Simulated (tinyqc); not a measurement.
Worked calculation (part 1 of 2): UHF in the sto-3g basis, for CH2, spin multiplicity 3. Computed by tinyqc, a small Python program that keeps every step (integrals from PySCF). Settings: charge = 0, multiplicity = 3, basis = sto-3g, energy threshold = 1e-09, iteration cap = 74, orthogonalisation = canonical, start = core, DIIS depth = 0, method = UHF. Command: `OMP_NUM_THREADS=1 python tinyqc.py 22708 22709 out.jsonl` (the two numbers bound the seeds that draw the settings). One thread of a shared host (Intel(R) Xeon(R) Processor @ 2.60GHz), about 0.3 s of CPU time with the checks. Later iterations appear only in the table of the cycle.

## One-electron integrals

Geometry (angstrom):

| atom | x | y | z |
|---|---|---|---|
| C | 0.00000 | 0.00000 | 0.00000 |
| H | 0.00000 | 1.25000 | 0.91200 |
| H | 0.00000 | -1.25000 | 0.91200 |

Basis sto-3g: exponents (1/bohr^2) and contraction coefficients of normalised primitives:

| element | l (shell) | exponent | coefficient |
|---|---|---|---|
| C | s (1) | 71.61684 | 0.15433 |
| C | s (1) | 13.04510 | 0.53533 |
| C | s (1) | 3.53051 | 0.44463 |
| C | s (2) | 2.94125 | -0.09997 |
| C | s (2) | 0.68348 | 0.39951 |
| C | s (2) | 0.22229 | 0.70012 |
| C | p (3) | 2.94125 | 0.15592 |
| C | p (3) | 0.68348 | 0.60768 |
| C | p (3) | 0.22229 | 0.39196 |
| H | s (1) | 3.42525 | 0.15433 |
| H | s (1) | 0.62391 | 0.53533 |
| H | s (1) | 0.16886 | 0.44463 |

Overlap, kinetic and nuclear-attraction integrals over the contracted functions; the nuclear repulsion is the sum of Za Zb / Rab.

nuclear repulsion = 4.3155842 hartree

overlap S, lower triangle:
```
          1C 1s    1C 2s   1C 2px    1C 2py   1C 2pz    2H 1s    3H 1s
1C 1s   1.00000
1C 2s   0.24836  1.00000
1C 2px  0.00000  0.00000  1.00000
1C 2py  0.00000  0.00000  0.00000   1.00000
1C 2pz  0.00000  0.00000  0.00000   0.00000  1.00000
2H 1s   0.02208  0.26660  0.00000   0.23867  0.17413  1.00000
3H 1s   0.02208  0.26660  0.00000  -0.23867  0.17413  0.04952  1.00000
```

kinetic energy T (hartree), lower triangle:
```
           1C 1s    1C 2s   1C 2px    1C 2py   1C 2pz     2H 1s    3H 1s
1C 1s   15.89112
1C 2s   -0.08589  0.47225
1C 2px   0.00000  0.00000  1.47773
1C 2py   0.00000  0.00000  0.00000   1.47773
1C 2pz   0.00000  0.00000  0.00000   0.00000  1.47773
2H 1s   -0.00647  0.01200  0.00000   0.05568  0.04062   0.76003
3H 1s   -0.00647  0.01200  0.00000  -0.05568  0.04062  -0.01066  0.76003
```

nuclear attraction V (hartree), lower triangle:
```
            1C 1s     1C 2s    1C 2px    1C 2py    1C 2pz     2H 1s     3H 1s
1C 1s   -34.33673
1C 2s    -4.36211  -5.87177
1C 2px    0.00000   0.00000  -5.79169
1C 2py    0.00000   0.00000   0.00000  -5.86621
1C 2pz   -0.00991  -0.11336   0.00000   0.00000  -5.83135
2H 1s    -0.39340  -1.18212   0.00000  -0.95669  -0.71405  -3.48347
3H 1s    -0.39340  -1.18212   0.00000   0.95669  -0.71405  -0.18673  -3.48347
```

core Hamiltonian H = T + V (hartree), lower triangle:
```
            1C 1s     1C 2s    1C 2px    1C 2py    1C 2pz     2H 1s     3H 1s
1C 1s   -18.44560
1C 2s    -4.44800  -5.39952
1C 2px    0.00000   0.00000  -4.31396
1C 2py    0.00000   0.00000   0.00000  -4.38848
1C 2pz   -0.00991  -0.11336   0.00000   0.00000  -4.35363
2H 1s    -0.39987  -1.17012   0.00000  -0.90102  -0.67343  -2.72344
3H 1s    -0.39987  -1.17012   0.00000   0.90102  -0.67343  -0.19740  -2.72344
```

## Two-electron integrals

Functions are numbered as in S; the eight-fold symmetry (ij|kl) = (ji|kl) = (kl|ij) leaves the list below.

Two-electron integrals (ij|kl) in chemists' order, unique and non-zero (hartree):
```
(11|11) 3.54195    (21|11) 0.57692    (21|21) 0.11189    (22|11) 0.85468
(22|21) 0.20528    (22|22) 0.62471    (31|31) 0.02030    (32|31) 0.03086
(32|32) 0.13800    (33|11) 0.85244    (33|21) 0.20534    (33|22) 0.62457
(33|33) 0.67283    (41|41) 0.02030    (42|41) 0.03086    (42|42) 0.13800
(43|43) 0.03627    (44|11) 0.85244    (44|21) 0.20534    (44|22) 0.62457
(44|33) 0.60030    (44|44) 0.67283    (51|51) 0.02030    (52|51) 0.03086
(52|52) 0.13800    (53|53) 0.03627    (54|54) 0.03627    (55|11) 0.85244
(55|21) 0.20534    (55|22) 0.62457    (55|33) 0.60030    (55|44) 0.60030
(55|55) 0.67283    (61|11) 0.05149    (61|21) 0.00993    (61|22) 0.01821
(61|33) 0.01816    (61|41) 0.00046    (61|42) 0.00086    (61|44) 0.01827
(61|51) 0.00033    (61|52) 0.00063    (61|54) 0.00008    (61|55) 0.01822
(61|61) 0.00090    (62|11) 0.15482    (62|21) 0.03784    (62|22) 0.13116
(62|33) 0.12781    (62|41) 0.00285    (62|42) 0.02182    (62|44) 0.13428
(62|51) 0.00208    (62|52) 0.01592    (62|54) 0.00472    (62|55) 0.13125
(62|61) 0.00350    (62|62) 0.04052    (63|31) 0.00340    (63|32) 0.01919
(63|43) 0.00399    (63|53) 0.00291    (63|63) 0.00427    (64|11) 0.11854
(64|21) 0.02930    (64|22) 0.10764    (64|33) 0.10252    (64|41) 0.00522
(64|42) 0.03510    (64|44) 0.11523    (64|51) 0.00133    (64|52) 0.01161
(64|54) 0.00636    (64|55) 0.10504    (64|61) 0.00280    (64|62) 0.03929
(64|64) 0.04168    (65|11) 0.08649    (65|21) 0.02138    (65|22) 0.07853
(65|33) 0.07480    (65|41) 0.00133    (65|42) 0.01161    (65|44) 0.07825
(65|51) 0.00437    (65|52) 0.02766    (65|54) 0.00651    (65|55) 0.08245
(65|61) 0.00204    (65|62) 0.02867    (65|64) 0.02729    (65|65) 0.02418
(66|11) 0.34078    (66|21) 0.08458    (66|22) 0.33496    (66|33) 0.31978
(66|41) 0.00658    (66|42) 0.07052    (66|44) 0.34920    (66|51) 0.00480
(66|52) 0.05145    (66|54) 0.02147    (66|55) 0.33545    (66|61) 0.00785
(66|62) 0.14371    (66|64) 0.15285    (66|65) 0.11152    (66|66) 0.77461
(71|11) 0.05149    (71|21) 0.00993    (71|22) 0.01821    (71|33) 0.01816
(71|41) -0.00046   (71|42) -0.00086   (71|44) 0.01827    (71|51) 0.00033
(71|52) 0.00063    (71|54) -0.00008   (71|55) 0.01822    (71|61) 0.00088
(71|62) 0.00332    (71|64) 0.00248    (71|65) 0.00195    (71|66) 0.00742
(71|71) 0.00090    (72|11) 0.15482    (72|21) 0.03784    (72|22) 0.13116
(72|33) 0.12781    (72|41) -0.00285   (72|42) -0.02182   (72|44) 0.13428
(72|51) 0.00208    (72|52) 0.01592    (72|54) -0.00472   (72|55) 0.13125
(72|61) 0.00332    (72|62) 0.02713    (72|64) 0.01956    (72|65) 0.01876
(72|66) 0.07256    (72|71) 0.00350    (72|72) 0.04052    (73|31) 0.00340
(73|32) 0.01919    (73|43) -0.00399   (73|53) 0.00291    (73|63) 0.00263
(73|73) 0.00427    (74|11) -0.11854   (74|21) -0.02930   (74|22) -0.10764
(74|33) -0.10252   (74|41) 0.00522    (74|42) 0.03510    (74|44) -0.11523
(74|51) -0.00133   (74|52) -0.01161   (74|54) 0.00636    (74|55) -0.10504
(74|61) -0.00248   (74|62) -0.01956   (74|64) -0.01213   (74|65) -0.01334
(74|66) -0.05136   (74|71) -0.00280   (74|72) -0.03929   (74|74) 0.04168
(75|11) 0.08649    (75|21) 0.02138    (75|22) 0.07853    (75|33) 0.07480
(75|41) -0.00133   (75|42) -0.01161   (75|44) 0.07825    (75|51) 0.00437
(75|52) 0.02766    (75|54) -0.00651   (75|55) 0.08245    (75|61) 0.00195
(75|62) 0.01876    (75|64) 0.01334    (75|65) 0.01533    (75|66) 0.05258
(75|71) 0.00204    (75|72) 0.02867    (75|74) -0.02729   (75|75) 0.02418
(76|11) 0.02338    (76|21) 0.00576    (76|22) 0.02117    (76|33) 0.02052
(76|44) 0.02099    (76|51) 0.00050    (76|52) 0.00432    (76|55) 0.02196
(76|61) 0.00052    (76|62) 0.00598    (76|64) 0.00508    (76|65) 0.00465
(76|66) 0.02035    (76|71) 0.00052    (76|72) 0.00598    (76|74) -0.00508
(76|75) 0.00465    (76|76) 0.00118    (77|11) 0.34078    (77|21) 0.08458
(77|22) 0.33496    (77|33) 0.31978    (77|41) -0.00658   (77|42) -0.07052
(77|44) 0.34920    (77|51) 0.00480    (77|52) 0.05145    (77|54) -0.02147
(77|55) 0.33545    (77|61) 0.00742    (77|62) 0.07256    (77|64) 0.05136
(77|65) 0.05258    (77|66) 0.21157    (77|71) 0.00785    (77|72) 0.14371
(77|74) -0.15285   (77|75) 0.11152    (77|76) 0.02035    (77|77) 0.77461
```

## Orthogonalisation

S = U s U^T; canonical form X = U s^(-1/2), so that X^T S X = 1. Each column of U has its largest component positive (the first on a tie).

eigenvalues of S: 0.53177  0.63681  0.86978  1.00000  1.11514  1.31368  1.53283

X:
```
               1         2         3        4         5         6        7
1C 1s   -0.42045   0.00000   0.69886  0.00000  -0.58068   0.00000  0.26195
1C 2s    0.89807   0.00000  -0.32255  0.00000  -0.30556   0.00000  0.49561
1C 2px   0.00000   0.00000   0.00000  1.00000   0.00000   0.00000  0.00000
1C 2py   0.00000   0.85307   0.00000  0.00000   0.00000   0.63911  0.00000
1C 2pz   0.44091   0.00000   0.65992  0.00000   0.61852   0.00000  0.24396
2H 1s   -0.59280  -0.64908  -0.24675  0.00000   0.20449   0.41998  0.37325
3H 1s   -0.59280   0.64908  -0.24675  0.00000   0.20449  -0.41998  0.37325
```

## Starting guess

The start is the orbitals of the core Hamiltonian; D(s) = C_occ C_occ^T for each spin.

D(alpha) at the start, lower triangle:
```
           1C 1s     1C 2s   1C 2px    1C 2py    1C 2pz    2H 1s    3H 1s
1C 1s    1.06925
1C 2s   -0.28278   1.15292
1C 2px   0.00000   0.00000  1.00000
1C 2py   0.00000   0.00000  0.00000   1.07697
1C 2pz  -0.01218   0.06093  0.00000   0.00000   1.04170
2H 1s    0.02399  -0.09326  0.00000  -0.09861  -0.07401  0.02117
3H 1s    0.02399  -0.09326  0.00000   0.09861  -0.07401  0.00311  0.02117
```

D(beta) at the start, lower triangle:
```
           1C 1s     1C 2s   1C 2px    1C 2py    1C 2pz    2H 1s    3H 1s
1C 1s    1.06075
1C 2s   -0.24751   1.00651
1C 2px   0.00000   0.00000  0.00000
1C 2py   0.00000   0.00000  0.00000   1.07697
1C 2pz  -0.09807   0.41751  0.00000   0.00000   0.17321
2H 1s    0.02697  -0.10566  0.00000  -0.09861  -0.04382  0.02012
3H 1s    0.02697  -0.10566  0.00000   0.09861  -0.04382  0.00206  0.02012
```

## Iteration 1: building the Fock matrix

J_ij = sum D_kl (ij|kl) with D = D(alpha) + D(beta), K_ij = sum D_kl (ik|jl) for each spin; F = H + J - K(s); E = tr D H + tr D J / 2 - 0.5 sum_s tr D(s) K(s) + E_nn.

Coulomb J (hartree), lower triangle:
```
           1C 1s    1C 2s   1C 2px    1C 2py   1C 2pz    2H 1s    3H 1s
1C 1s   12.28369
1C 2s    2.39633  5.48573
1C 2px   0.00000  0.00000  5.45427
1C 2py   0.00000  0.00000  0.00000   5.52363
1C 2pz   0.02076  0.09480  0.00000   0.00000  5.46284
2H 1s    0.21372  1.11253  0.00000   0.89781  0.66318  2.72437
3H 1s    0.21372  1.11253  0.00000  -0.89781  0.66318  0.17670  2.72437
```

exchange K(alpha) (hartree), lower triangle:
```
          1C 1s    1C 2s   1C 2px    1C 2py   1C 2pz    2H 1s    3H 1s
1C 1s   3.65423
1C 2s   0.67294  1.09741
1C 2px  0.00000  0.00000  0.90396
1C 2py  0.00000  0.00000  0.00000   0.90378
1C 2pz  0.00030  0.00169  0.00000   0.00000  0.90381
2H 1s   0.06459  0.18696  0.00000   0.11488  0.08338  0.06618
3H 1s   0.06459  0.18696  0.00000  -0.11488  0.08338  0.02602  0.06618
```

exchange K(beta) (hartree), lower triangle:
```
          1C 1s    1C 2s   1C 2px    1C 2py   1C 2pz    2H 1s    3H 1s
1C 1s   3.61069
1C 2s   0.61416  0.75736
1C 2px  0.00000  0.00000  0.18085
1C 2py  0.00000  0.00000  0.00000   0.81685
1C 2pz  0.01089  0.26061  0.00000   0.00000  0.27355
2H 1s   0.05829  0.15615  0.00000   0.10774  0.07189  0.05780
3H 1s   0.05829  0.15615  0.00000  -0.10774  0.07189  0.02068  0.05780
```

F(alpha) (hartree), lower triangle:
```
           1C 1s     1C 2s   1C 2px    1C 2py    1C 2pz     2H 1s     3H 1s
1C 1s   -9.81614
1C 2s   -2.72461  -1.01120
1C 2px   0.00000   0.00000  0.23635
1C 2py   0.00000   0.00000  0.00000   0.23137
1C 2pz   0.01055  -0.02024  0.00000   0.00000   0.20540
2H 1s   -0.25074  -0.24455  0.00000  -0.11808  -0.09362  -0.06525
3H 1s   -0.25074  -0.24455  0.00000   0.11808  -0.09362  -0.04672  -0.06525
```

F(beta) (hartree), lower triangle:
```
           1C 1s     1C 2s   1C 2px    1C 2py    1C 2pz     2H 1s     3H 1s
1C 1s   -9.77260
1C 2s   -2.66583  -0.67116
1C 2px   0.00000   0.00000  0.95946
1C 2py   0.00000   0.00000  0.00000   0.31831
1C 2pz  -0.00004  -0.27916  0.00000   0.00000   0.83567
2H 1s   -0.24444  -0.21374  0.00000  -0.11094  -0.08214  -0.05687
3H 1s   -0.24444  -0.21374  0.00000   0.11094  -0.08214  -0.04138  -0.05687
```

total energy of this density = -36.8726907 hartree

## Iteration 1: diagonalisation and new density

Diagonalise F' = X^T F X, C = X C', fill 5 alpha and 3 beta electrons from the bottom; D(s) = C_occ C_occ^T. Each column has its largest component positive (the first on a tie).

F' = X^T F X (alpha) (hartree), lower triangle:
```
          1        2         3        4         5         6         7
1  -0.18328
2   0.00000  0.41430
3   1.38016  0.00000  -3.42092
4   0.00000  0.00000   0.00000  0.23635
5  -1.23522  0.00000   3.91433  0.00000  -4.16898
6   0.00000  0.14960   0.00000  0.00000   0.00000  -0.03881
7   0.75333  0.00000  -2.31110  0.00000   2.69331   0.00000  -1.96499
```

orbital energies (alpha) (hartree): MO1 -9.82572, MO2 -0.33830, MO3 -0.08375, MO4 0.04244, MO5 0.23635, MO6 0.38341, MO7 0.45923

coefficients C (alpha):
```
             MO1       MO2       MO3       MO4      MO5       MO6       MO7
1C 1s    0.99113  -0.23493   0.00000  -0.15714  0.00000  -0.09366   0.00000
1C 2s    0.03459   0.79230   0.00000   0.65391  0.00000   0.43935   0.00000
1C 2px   0.00000   0.00000   0.00000   0.00000  1.00000   0.00000   0.00000
1C 2py   0.00000   0.00000   0.36668   0.00000  0.00000   0.00000   1.00087
1C 2pz   0.00060   0.06955   0.00000  -0.51143  0.00000   0.89754   0.00000
2H 1s   -0.00486   0.27794   0.58895  -0.48626  0.00000  -0.52887  -0.50082
3H 1s   -0.00486   0.27794  -0.58895  -0.48626  0.00000  -0.52887   0.50082
```

F' = X^T F X (beta) (hartree), lower triangle:
```
          1        2         3        4         5        6         7
1  -0.08602
2   0.00000  0.46431
3   1.36690  0.00000  -3.01618
4   0.00000  0.00000   0.00000  0.95946
5  -1.25654  0.00000   4.29163  0.00000  -3.75884
6   0.00000  0.19454   0.00000  0.00000   0.00000  0.00544
7   0.84881  0.00000  -2.31931  0.00000   2.65408  0.00000  -1.85640
```

orbital energies (beta) (hartree): MO1 -9.77907, MO2 -0.20676, MO3 -0.06594, MO4 0.30180, MO5 0.53568, MO6 0.95946, MO7 0.96658

coefficients C (beta):
```
             MO1       MO2       MO3       MO4       MO5      MO6       MO7
1C 1s    0.99288  -0.16663   0.00000  -0.23321   0.00000  0.00000   0.05500
1C 2s    0.02809   0.52892   0.00000   0.96904   0.00000  0.00000  -0.17313
1C 2px   0.00000   0.00000   0.00000   0.00000   0.00000  1.00000   0.00000
1C 2py   0.00000   0.00000   0.30617   0.00000   1.02100  0.00000   0.00000
1C 2pz   0.00201   0.18060   0.00000   0.19872   0.00000  0.00000   0.99993
2H 1s   -0.00415   0.44009   0.61785  -0.61037  -0.46471  0.00000  -0.16486
3H 1s   -0.00415   0.44009  -0.61785  -0.61037   0.46471  0.00000  -0.16486
```

D(alpha) after iteration 1, lower triangle:
```
           1C 1s     1C 2s   1C 2px    1C 2py   1C 2pz     2H 1s    3H 1s
1C 1s    1.06222
1C 2s   -0.25461   1.05654
1C 2px   0.00000   0.00000  1.00000
1C 2py   0.00000   0.00000  0.00000   0.13445
1C 2pz   0.06462  -0.27931  0.00000   0.00000  0.26640
2H 1s    0.00629  -0.09792  0.00000   0.21596  0.26801   0.66059
3H 1s    0.00629  -0.09792  0.00000  -0.21596  0.26801  -0.03315  0.66059
```

D(beta) after iteration 1, lower triangle:
```
           1C 1s    1C 2s   1C 2px    1C 2py   1C 2pz     2H 1s    3H 1s
1C 1s    1.01358
1C 2s   -0.06025  0.28055
1C 2px   0.00000  0.00000  0.00000
1C 2py   0.00000  0.00000  0.00000   0.09374
1C 2pz  -0.02810  0.09558  0.00000   0.00000  0.03262
2H 1s   -0.07745  0.23265  0.00000   0.18917  0.07947   0.57543
3H 1s   -0.07745  0.23265  0.00000  -0.18917  0.07947  -0.18804  0.57543
```

## Iteration 2: building the Fock matrix

As before.

Coulomb J (hartree), lower triangle:
```
           1C 1s    1C 2s   1C 2px    1C 2py   1C 2pz    2H 1s    3H 1s
1C 1s   10.64684
1C 2s    2.01646  4.60177
1C 2px   0.00000  0.00000  4.57984
1C 2py   0.00000  0.00000  0.00000   4.62522
1C 2pz   0.01104  0.14248  0.00000   0.00000  4.58363
2H 1s    0.17983  1.02750  0.00000   0.86469  0.65190  3.12875
3H 1s    0.17983  1.02750  0.00000  -0.86469  0.65190  0.17111  3.12875
```

exchange K(alpha) (hartree), lower triangle:
```
          1C 1s     1C 2s   1C 2px    1C 2py   1C 2pz    2H 1s    3H 1s
1C 1s   3.61448
1C 2s   0.62539   0.90488
1C 2px  0.00000   0.00000  0.84361
1C 2py  0.00000   0.00000  0.00000   0.43664
1C 2pz  0.00249  -0.08707  0.00000   0.00000  0.48625
2H 1s   0.05909   0.24371  0.00000   0.22168  0.17812  0.65056
3H 1s   0.05909   0.24371  0.00000  -0.22168  0.17812  0.03800  0.65056
```

exchange K(beta) (hartree), lower triangle:
```
          1C 1s    1C 2s   1C 2px    1C 2py   1C 2pz    2H 1s    3H 1s
1C 1s   3.54893
1C 2s   0.59319  0.44970
1C 2px  0.00000  0.00000  0.08482
1C 2py  0.00000  0.00000  0.00000   0.29261
1C 2pz  0.00058  0.16393  0.00000   0.00000  0.15850
2H 1s   0.05294  0.24380  0.00000   0.20817  0.14010  0.60340
3H 1s   0.05294  0.24380  0.00000  -0.20817  0.14010  0.02126  0.60340
```

F(alpha) (hartree), lower triangle:
```
            1C 1s     1C 2s    1C 2px    1C 2py    1C 2pz     2H 1s     3H 1s
1C 1s   -11.41324
1C 2s    -3.05692  -1.70264
1C 2px    0.00000   0.00000  -0.57773
1C 2py    0.00000   0.00000   0.00000  -0.19990
1C 2pz   -0.00136   0.11619   0.00000   0.00000  -0.25625
2H 1s    -0.27913  -0.38633   0.00000  -0.25800  -0.19965  -0.24525
3H 1s    -0.27913  -0.38633   0.00000   0.25800  -0.19965  -0.06428  -0.24525
```

F(beta) (hartree), lower triangle:
```
            1C 1s     1C 2s   1C 2px    1C 2py    1C 2pz     2H 1s     3H 1s
1C 1s   -11.34769
1C 2s    -3.02472  -1.24746
1C 2px    0.00000   0.00000  0.18106
1C 2py    0.00000   0.00000  0.00000  -0.05586
1C 2pz    0.00055  -0.13481  0.00000   0.00000   0.07151
2H 1s    -0.27299  -0.38642  0.00000  -0.24449  -0.16163  -0.19809
3H 1s    -0.27299  -0.38642  0.00000   0.24449  -0.16163  -0.04754  -0.19809
```

total energy of this density = -38.0822179 hartree
